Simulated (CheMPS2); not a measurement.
# DMRG/def2-SVP run of OH (SMILES [OH]), part 2 of 2

CheMPS2 1.8.12. The steps go on from the part before.

## Step 3: The singlet anion: a single-point energy at DMRG/def2-SVP

Input file integrals.py:

```python
from pyscf import ao2mo, cc, dft, gto, mcscf, mp, scf
from pyscf.tools import fcidump

geom = [
    ("O", (0.411770, -0.131830, 0.212430)),
    ("H", (-0.411770, 0.131830, -0.212430)),
]
mol = gto.M(
    atom=geom,
    basis="def2-svp",
    charge=-1,
    verbose=3,
)
print("basis functions          = %d" % (mol.nao))
mf = scf.RHF(mol)
mf.conv_tol = 1e-10
mf.max_cycle = 200
mf.kernel()
if not mf.converged:
    mf = mf.newton().run(mf.mo_coeff, mf.mo_occ)
print(f"E(HF)                    = {mf.e_tot:.10f}")
ref = mf
pt = mp.MP2(ref, frozen=1).run()
mycc = cc.CCSD(ref, frozen=1)
mycc.max_cycle = 150
mycc.kernel()
print("E(MP2)                   = %.10f" % (pt.e_tot))
if mycc.converged:
    print("CCSD total energy        = %.10f" % (mycc.e_tot))
    print(f"E(CCSD(T))               = {mycc.e_tot + mycc.ccsd_t():.10f}")
    print("T1 diagnostic            = %.4f" % (mycc.get_t1_diagnostic()))
ks = dft.RKS(mol, xc="tpss").set(conv_tol=1e-9, verbose=3).run()
if ks.converged:
    print("E(TPSS)                  = %.8f" % (ks.e_tot))
ks = dft.RKS(mol, xc="pbe").set(conv_tol=1e-9, verbose=3).run()
if ks.converged:
    print(f"E(PBE)                   = {ks.e_tot:.8f}")
ks = dft.RKS(mol, xc="r2scan").set(conv_tol=1e-9, verbose=3).run()
if ks.converged:
    print(f"E(r2SCAN)                = {ks.e_tot:.8f}")
occ_no, mo = mcscf.addons.make_natural_orbitals(mp.MP2(mf, frozen=1).run())
mf.mo_coeff = mo
cas = mcscf.CASCI(mf, 18, 8)
h1, ecore = cas.get_h1eff()
fcidump.from_integrals("FCIDUMP", h1, cas.get_h2eff(), 18, 8, nuc=ecore, ms=0)
```

Input file dmrg.input:

```
FCIDUMP = FCIDUMP
GROUP = 0
MULTIPLICITY = 1
NELECTRONS = 8
IRREP = 0
EXCITATION = 0
SWEEP_STATES = 50, 100, 200, 200
SWEEP_ENERGY_CONV = 1e-04, 1e-04, 1e-04, 1e-06
SWEEP_MAX_SWEEPS = 3, 3, 3, 6
SWEEP_NOISE_PREFAC = 0.05, 0.05, 0.005, 0.0
SWEEP_DVDSON_RTOL = 3e-04, 3e-04, 3e-04, 3e-05
NOCC = 0
NACT = 18
NVIR = 0
MOLCAS_FIEDLER = TRUE
PRINT_CORR = FALSE
TMP_FOLDER = .
```

The run is started by

```
python integrals.py && chemps2 --file=dmrg.input
```

The log of the run:

```text
$ python integrals.py
basis functions          = 19
converged SCF energy = -75.2676821278751
E(HF)                    = -75.2676821279
E(RMP2) = -75.4624548825098  E_corr = -0.194772754634679
E(SCS-RMP2) = -75.4575892223148  E_corr = -0.189907094439677
E(CCSD) = -75.46987493670161  E_corr = -0.2021928088265313
E(MP2)                   = -75.4624548825
CCSD total energy        = -75.4698749367
CCSD(T) correction = -0.00226214081184334
E(CCSD(T))               = -75.4721370775
T1 diagnostic            = 0.0051
converged SCF energy = -75.6624922646433
E(TPSS)                  = -75.66249226
converged SCF energy = -75.5743417617911
E(PBE)                   = -75.57434176
converged SCF energy = -75.6213303997904
E(r2SCAN)                = -75.62133040
E(RMP2) = -75.4624548825098  E_corr = -0.194772754634679
E(SCS-RMP2) = -75.4575892223148  E_corr = -0.189907094439677

$ chemps2 --file=dmrg.input

Running chemps2 version 1.8.12 () with the following options:

   FCIDUMP            = FCIDUMP
   GROUP              = c1
   MULTIPLICITY       = 1
   NELECTRONS         = 8
   IRREP              = A
   EXCITATION         = 0
   SWEEP_STATES       = [ 50 ; 100 ; 200 ; 200 ]
   SWEEP_ENERGY_CONV  = [ 0.0001 ; 0.0001 ; 0.0001 ; 1e-06 ]
   SWEEP_MAX_SWEEPS   = [ 3 ; 3 ; 3 ; 6 ]
   SWEEP_NOISE_PREFAC = [ 0.05 ; 0.05 ; 0.005 ; 0 ]
   SWEEP_DVDSON_RTOL  = [ 0.0003 ; 0.0003 ; 0.0003 ; 3e-05 ]
   NOCC               = [ 0 ]
   NACT               = [ 18 ]
   NVIR               = [ 0 ]
   MOLCAS_2RDM        =
   MOLCAS_3RDM        =
   MOLCAS_F4RDM       =
   MOLCAS_FOCK        =
   MOLCAS_FIEDLER     = TRUE
   MOLCAS_MPS         = FALSE
   MOLCAS_STATE_AVG   = FALSE
   PRINT_CORR         = FALSE
   TMP_FOLDER         = .

CheMPS2::Hamiltonian : Reading FCIDUMP file FCIDUMP
CheMPS2::Hamiltonian : Finished reading FCIDUMP file FCIDUMP
   EdmistonRuedenberg::FiedlerGlobal : Cost function at start = 625.861884472863
   EdmistonRuedenberg::FiedlerGlobal : Cost function at end   = 352.939134254345
   EdmistonRuedenberg::FiedlerGlobal : Reordering = [ 11, 12, 5, 6, 1, 2, 7, 0, 9, 10, 16, 15, 3, 8, 4, 13, 14, 17 ].

   CheMPS2: a spin-adapted implementation of DMRG for ab initio quantum chemistry

   Stats: nIt(DAVIDSON) = 18
Energy at sites (16, 17) is -61.6233010202782
   Stats: nIt(DAVIDSON) = 25
Energy at sites (15, 16) is -63.6987444705071
   Stats: nIt(DAVIDSON) = 14
Energy at sites (14, 15) is -65.0841512349865
   Stats: nIt(DAVIDSON) = 14
Energy at sites (13, 14) is -67.5000289097813
   Stats: nIt(DAVIDSON) = 26
Energy at sites (12, 13) is -69.0246446777327
   Stats: nIt(DAVIDSON) = 21
Energy at sites (11, 12) is -69.8466765780266
   Stats: nIt(DAVIDSON) = 12
Energy at sites (10, 11) is -69.8603410499681
   Stats: nIt(DAVIDSON) = 15
Energy at sites (9, 10) is -71.1542397720884
   Stats: nIt(DAVIDSON) = 14
Energy at sites (8, 9) is -71.6019699135517
   Stats: nIt(DAVIDSON) = 16
Energy at sites (7, 8) is -72.5699024334568
   Stats: nIt(DAVIDSON) = 12
Energy at sites (6, 7) is -73.22500713163
   Stats: nIt(DAVIDSON) = 20
Energy at sites (5, 6) is -74.6487861650738
   Stats: nIt(DAVIDSON) = 22
Energy at sites (4, 5) is -74.9192971462332
   Stats: nIt(DAVIDSON) = 8
Energy at sites (3, 4) is -74.9395250197791
   Stats: nIt(DAVIDSON) = 3
Energy at sites (2, 3) is -74.934236516807
   Stats: nIt(DAVIDSON) = 1
Energy at sites (1, 2) is -74.934236516807
******************************************************************
***  Information on left sweep 0 of instruction 0:
***     Elapsed wall time        = 9.550347 seconds
***     Minimum energy           = -74.9395250197791
***     Maximum discarded weight = 0
******************************************************************
   Stats: nIt(DAVIDSON) = 1
Energy at sites (0, 1) is -74.934236516807
   Stats: nIt(DAVIDSON) = 1
Energy at sites (1, 2) is -74.934236516807
   Stats: nIt(DAVIDSON) = 1
Energy at sites (2, 3) is -74.9342365168069
   Stats: nIt(DAVIDSON) = 5
Energy at sites (3, 4) is -74.9395250971276
   Stats: nIt(DAVIDSON) = 15
Energy at sites (4, 5) is -74.9462127195558
   Stats: nIt(DAVIDSON) = 17
Energy at sites (5, 6) is -74.9933728708879
   Stats: nIt(DAVIDSON) = 12
Energy at sites (6, 7) is -75.0511016929502
   Stats: nIt(DAVIDSON) = 6
Energy at sites (7, 8) is -75.0530379307209
   Stats: nIt(DAVIDSON) = 7
Energy at sites (8, 9) is -75.0594387952764
   Stats: nIt(DAVIDSON) = 8
Energy at sites (9, 10) is -75.101914321161
   Stats: nIt(DAVIDSON) = 6
Energy at sites (10, 11) is -75.1027098215532
   Stats: nIt(DAVIDSON) = 8
Energy at sites (11, 12) is -75.1533517607696
   Stats: nIt(DAVIDSON) = 9
Energy at sites (12, 13) is -75.2671718944904
   Stats: nIt(DAVIDSON) = 9
Energy at sites (13, 14) is -75.2895770661519
   Stats: nIt(DAVIDSON) = 1
Energy at sites (14, 15) is -75.2895764413339
   Stats: nIt(DAVIDSON) = 1
Energy at sites (15, 16) is -75.2895764413339
******************************************************************
***  Information on right sweep 0 of instruction 0:
***     Elapsed wall time        = 3.676771 seconds
***     Minimum energy           = -75.2895770661519
***     Maximum discarded weight = 6.07612178039217e-06
***     Energy difference with respect to previous leftright sweep = 75.2895764413339
******************************************************************
[... 16 site updates ...]
******************************************************************
***  Information on left sweep 1 of instruction 0:
***     Elapsed wall time        = 2.482358 seconds
***     Minimum energy           = -75.4307781657386
***     Maximum discarded weight = 1.3599588194548e-05
******************************************************************
[... 16 site updates ...]
******************************************************************
***  Information on right sweep 1 of instruction 0:
***     Elapsed wall time        = 1.993609 seconds
***     Minimum energy           = -75.4624648479775
***     Maximum discarded weight = 4.33104014344107e-06
***     Energy difference with respect to previous leftright sweep = 0.172888405763246
******************************************************************
[... 16 site updates ...]
******************************************************************
***  Information on left sweep 2 of instruction 0:
***     Elapsed wall time        = 1.507444 seconds
***     Minimum energy           = -75.465341001647
***     Maximum discarded weight = 1.32671476881436e-05
******************************************************************
[... 16 site updates ...]
******************************************************************
***  Information on right sweep 2 of instruction 0:
***     Elapsed wall time        = 1.43426 seconds
***     Minimum energy           = -75.4660070906451
***     Maximum discarded weight = 1.20172331940949e-05
***     Energy difference with respect to previous leftright sweep = 0.00354195376323219
******************************************************************
***  Information on completed instruction 0:
***     The reduced virtual dimension DSU(2)               = 50
***     The total number of reduced MPS variables          = 13808
***     Minimum energy encountered during all instructions = -75.4660070906451
***     Minimum energy encountered during the last sweep   = -75.4660070906451
***     Maximum discarded weight during the last sweep     = 1.20172331940949e-05
******************************************************************
[... 16 site updates ...]
******************************************************************
***  Information on left sweep 0 of instruction 1:
***     Elapsed wall time        = 2.458532 seconds
***     Minimum energy           = -75.471250850375
***     Maximum discarded weight = 1.18396376969449e-06
******************************************************************
[... 16 site updates ...]
******************************************************************
***  Information on right sweep 0 of instruction 1:
***     Elapsed wall time        = 3.035192 seconds
***     Minimum energy           = -75.4720850125755
***     Maximum discarded weight = 2.63068490289927e-06
***     Energy difference with respect to previous leftright sweep = 0.00607821169305112
******************************************************************
[... 16 site updates ...]
******************************************************************
***  Information on left sweep 1 of instruction 1:
***     Elapsed wall time        = 2.532835 seconds
***     Minimum energy           = -75.4723532925043
***     Maximum discarded weight = 4.11415318951783e-06
******************************************************************
[... 16 site updates ...]
******************************************************************
***  Information on right sweep 1 of instruction 1:
***     Elapsed wall time        = 2.722548 seconds
***     Minimum energy           = -75.4724707178338
***     Maximum discarded weight = 4.30627998058274e-06
***     Energy difference with respect to previous leftright sweep = 0.000380445694304399
******************************************************************
[... 16 site updates ...]
******************************************************************
***  Information on left sweep 2 of instruction 1:
***     Elapsed wall time        = 2.301467 seconds
***     Minimum energy           = -75.4725018153371
***     Maximum discarded weight = 4.34385926247078e-06
******************************************************************
[... 16 site updates ...]
******************************************************************
***  Information on right sweep 2 of instruction 1:
***     Elapsed wall time        = 2.458059 seconds
***     Minimum energy           = -75.4725012904974
***     Maximum discarded weight = 4.30676455102624e-06
***     Energy difference with respect to previous leftright sweep = 7.78556872660374e-06
******************************************************************
***  Information on completed instruction 1:
***     The reduced virtual dimension DSU(2)               = 100
***     The total number of reduced MPS variables          = 44891
***     Minimum energy encountered during all instructions = -75.4725018153371
***     Minimum energy encountered during the last sweep   = -75.4725012904974
***     Maximum discarded weight during the last sweep     = 4.30676455102624e-06
******************************************************************
[... 16 site updates ...]
******************************************************************
***  Information on left sweep 0 of instruction 2:
***     Elapsed wall time        = 4.528137 seconds
***     Minimum energy           = -75.4726185505801
***     Maximum discarded weight = 1.02178303394358e-07
******************************************************************
[... 16 site updates ...]
******************************************************************
***  Information on right sweep 0 of instruction 2:
***     Elapsed wall time        = 7.014669 seconds
***     Minimum energy           = -75.4727433600457
***     Maximum discarded weight = 4.56356558547692e-07
***     Energy difference with respect to previous leftright sweep = 0.000270116229032169
******************************************************************
[... 16 site updates ...]
******************************************************************
***  Information on left sweep 1 of instruction 2:
***     Elapsed wall time        = 6.167329 seconds
***     Minimum energy           = -75.4727674104125
***     Maximum discarded weight = 6.09617881802984e-07
******************************************************************
[... 16 site updates ...]
******************************************************************
***  Information on right sweep 1 of instruction 2:
***     Elapsed wall time        = 6.209139 seconds
***     Minimum energy           = -75.4727727667009
***     Maximum discarded weight = 7.5452146867519e-07
***     Energy difference with respect to previous leftright sweep = 2.45426006699745e-05
******************************************************************
***  Information on completed instruction 2:
***     The reduced virtual dimension DSU(2)               = 200
***     The total number of reduced MPS variables          = 145644
***     Minimum energy encountered during all instructions = -75.4727727667009
***     Minimum energy encountered during the last sweep   = -75.4727727667009
***     Maximum discarded weight during the last sweep     = 7.5452146867519e-07
******************************************************************
[... 16 site updates ...]
******************************************************************
***  Information on left sweep 0 of instruction 3:
***     Elapsed wall time        = 8.60395 seconds
***     Minimum energy           = -75.4727755304715
***     Maximum discarded weight = 8.01369105354564e-07
******************************************************************
[... 16 site updates ...]
******************************************************************
***  Information on right sweep 0 of instruction 3:
***     Elapsed wall time        = 8.667153 seconds
***     Minimum energy           = -75.4727762086058
***     Maximum discarded weight = 8.44465310848378e-07
***     Energy difference with respect to previous leftright sweep = 1.24356100172918e-06
******************************************************************
[... 16 site updates ...]
******************************************************************
***  Information on left sweep 1 of instruction 3:
***     Elapsed wall time        = 8.613247 seconds
***     Minimum energy           = -75.4727765813522
***     Maximum discarded weight = 8.53072146328213e-07
******************************************************************
[... 16 site updates ...]
******************************************************************
***  Information on right sweep 1 of instruction 3:
***     Elapsed wall time        = 8.331008 seconds
***     Minimum energy           = -75.4727767004574
***     Maximum discarded weight = 8.61900641990511e-07
***     Energy difference with respect to previous leftright sweep = 8.93787444056215e-08
******************************************************************
***  Information on completed instruction 3:
***     The reduced virtual dimension DSU(2)               = 200
***     The total number of reduced MPS variables          = 145486
***     Minimum energy encountered during all instructions = -75.4727767004574
***     Minimum energy encountered during the last sweep   = -75.4727767004574
***     Maximum discarded weight during the last sweep     = 8.61900641990511e-07
******************************************************************
```

Run time: 97 s. Hardware: 1 thread of Arm Neoverse V1, shared host; peak memory 0.14 GiB.

## Step 4: Summary of results

This closing draws on all 2 parts.

At DMRG/def2-SVP, 1 core orbital frozen:

| quantity | value |
| --- | --- |
| run 1, DMRG/def2-SVP: total energy | -75.49044 Eh |
| singlet anion: total energy | -75.47278 Eh |
| singlet anion: T1 diagnostic of the CCSD step | 0.005 |
| vertical electron affinity (to the singlet anion) | -0.481 eV |

**Reading.** The anion lies 0.48 eV (11.1 kcal/mol) above the neutral: the electron isn't bound at this level, and such a value depends on the basis. Without diffuse functions anions come out too high.
